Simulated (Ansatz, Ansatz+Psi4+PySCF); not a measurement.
```xyz
3

Ti    0.0000    0.0000   -0.3577
O     0.0000    1.2196    0.4918
O     0.0000   -1.2196    0.4918
```

Basis set: cc-pVTZ (spherical functions). Correlated methods keep 7 orbitals frozen. Charge 0, multiplicity 1.

Computed with Ansatz (development build ahead of 0.2.0); each method stands on the lowest determinant of its kind that the runs found. Restricted open shells among the atoms or ions are ROHF, correlated in semicanonical orbitals with singles.

Task: Give the atomization energy at this shape (free ground-state atoms in the same class of orbitals less the molecule, no zero-point energy) of singlet TiO2 by RHF-MP2, RHF.

Result:

| method | atomization energy |
| --- | --- |
| RHF-MP2 | 295.94 kcal/mol |
| RHF | 75.47 kcal/mol |

Caution: no unrestricted run beside it, a lower state can exist; other spin multiplicities were not run; the shape is not the minimum.
